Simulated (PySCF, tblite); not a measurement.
**CH3BrO, a complex of two parts: NMR shifts, interaction energy, infrared bands, spin-spin couplings, core binding energies and electronic excitations**

An exercise on one series of results from a longer session: the logs are not shown, and one member is left open.

Computed with tblite 0.8.0 and PySCF 2.14.0; each step states its level. No surroundings beyond the atoms listed, unless a continuum is named. Atoms count from 0, parts from 1.

## Starting point

6 atoms, charge 0, multiplicity 1; geometry: rigid parts in contact. Parts: 1 = atoms 0–1, `Br`, charge 0; 2 = atoms 2–5, `C=O`, charge 0.

The first run:

The job: settings as JSON, then the geometry in Å.

```
{"job": {"kind": "dock", "xc": "GFN2-xTB", "basis": "xTB"}, "charge": 0, "multiplicity": 1, "parts": [{"atoms": "0-1", "charge": 0, "multiplicity": 1}, {"atoms": "2-5", "charge": 0, "multiplicity": 1}]}
Br     0.700628     0.003925     0.000248
H     -0.700628    -0.003925    -0.000248
C     -1.647367    -2.104602    -0.265601
O     -1.886604    -1.708382    -1.364228
H     -2.198507    -1.762027     0.626316
H     -0.856416    -2.844342    -0.056291
```

Method: GFN2-xTB search for minima from random contacts, gas phase.

Command:

```console
$ OMP_NUM_THREADS=1 python cluster_run.py task.json out
```

This one command runs all jobs of the session in turn.

Among the steps run: Bringing the parts together with GFN2-xTB; Geometry optimisation at PBE0-D3(BJ)/def2-TZVPD; Shielding tensors: PBE0/pcSseg-2; Coupled-cluster interaction energy: CCSD(T) and MP2.

One table of the session follows, with a row left open; its other results are not shown here.

It belongs to the step «Coupled-cluster interaction energy: CCSD(T) and MP2». 

| method | interaction energy (kcal/mol) |
| --- | --- |
| HF/aug-cc-pVDZ | -1.88 |
| MP2/aug-cc-pVDZ | -4.57 |
| CCSD/aug-cc-pVDZ | ? |
| CCSD(T)/aug-cc-pVDZ | -3.70 |
| HF/aug-cc-pVQZ | -1.67 |
| MP2/aug-cc-pVQZ | -5.67 |
| SCS-MP2/aug-cc-pVQZ | -4.35 |
| MP2, extrapolated | -5.95 |
| CCSD(T), limit estimate | -5.08 |

Q: Estimate the row for CCSD/aug-cc-pVDZ from the others.

**Answer.** interaction energy (kcal/mol): -3.26. In the column «interaction energy (kcal/mol)» it lies between CCSD(T)/aug-cc-pVDZ (-3.70) and HF/aug-cc-pVDZ (-1.88).

Limits of these values: The interaction energy leaves out the deformation of the parts, 0.42 kcal/mol (MP2); added to the CCSD(T) estimate it gives a binding of about -4.66 kcal/mol.
